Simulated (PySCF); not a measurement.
# Which functional comes closest?

Molecule: SMILES P#N, NP.

Geometry:
| atom | x (Å) | y (Å) | z (Å) |
| --- | --- | --- | --- |
| N1 | 0.747 | -0.006 | -0.005 |
| P2 | -0.741 | 0.009 | -0.023 |

Geometry PBE0-D3(BJ)/def2-SVP throughout; GIAO in PySCF 2.14, gas phase, one conformer, non-relativistic; equivalent atoms averaged; basis pcSseg-2.

Reference values (CCSD(T)/pcSseg-4; gas (isolated, no vibration); G. L. Stoychev, PhD thesis, Univ. Bonn 2021 (Stoychev, Auer, Izsak, Neese, JCTC 2018, 14, 619)): σ(N1) = -344.7 ppm, σ(P2) = 51.6 ppm.

Task: How do the functionals HF, LDA, PBE, BLYP, BP86, OPBE, KT2, KT3, B97-D, B3LYP, PBE0, mPW1PW91, WP04, B97-2, BHandHLYP, CAM-B3LYP, wB97X-D, LC-wPBE perform against the reference? Times are CPU seconds on shared hosts with different chips, so compare them loosely; the GGAs took longer than the global hybrids here, which isn't the general rule, and the cause wasn't traced.

Result: 
| functional | kind | N1 | P2 | abs. error N | abs. error P | core-s |
| --- | --- | --- | --- | --- | --- | --- |
| HF | Hartree–Fock | -492.2 | -96.1 | 147.5 | 147.7 | 0.4 |
| LDA | LDA | -424.1 | -79.4 | 79.4 | 131.0 | 1.1 |
| PBE | GGA | -413.3 | -39.1 | 68.6 | 90.7 | 1.4 |
| BLYP | GGA | -419.4 | -42.3 | 74.7 | 93.9 | 1.4 |
| BP86 | GGA | -411.0 | -37.8 | 66.3 | 89.4 | 1.4 |
| OPBE | GGA | -388.3 | -4.5 | 43.6 | 56.1 | 1.4 |
| KT2 | GGA | -377.4 | 42.2 | 32.7 | 9.4 | 1.3 |
| KT3 | GGA | -374.8 | 42.4 | 30.1 | 9.2 | 1.3 |
| B97-D | GGA | -392.9 | -13.8 | 48.2 | 65.4 | 1.3 |
| B3LYP | global hybrid | -438.0 | -62.3 | 93.3 | 113.9 | 0.88 |
| PBE0 | global hybrid | -436.1 | -61.3 | 91.4 | 112.9 | 0.9 |
| mPW1PW91 | global hybrid | -438.7 | -63.5 | 94.0 | 115.1 | 0.9 |
| WP04 | global hybrid | -433.6 | -57.4 | 88.9 | 109.0 | 1.1 |
| B97-2 | global hybrid | -419.5 | -41.9 | 74.8 | 93.5 | 1.1 |
| BHandHLYP | global hybrid | -461.9 | -83.0 | 117.2 | 134.6 | 1 |
| CAM-B3LYP | range-separated hybrid | -440.6 | -79.8 | 95.9 | 131.4 | 1.4 |
| wB97X-D | range-separated hybrid | -440.0 | -68.3 | 95.3 | 119.9 | 1.4 |
| LC-wPBE | range-separated hybrid | -431.7 | -91.6 | 87.0 | 143.2 | 2.1 |

For ¹⁵N the closest is KT3 (30.1 ppm) and the furthest HF (147.5 ppm).

For ³¹P the closest is KT3 (9.2 ppm, with KT2 practically level) and the furthest HF (147.7 ppm). One molecule is a small sample, and the reference may use another geometry.
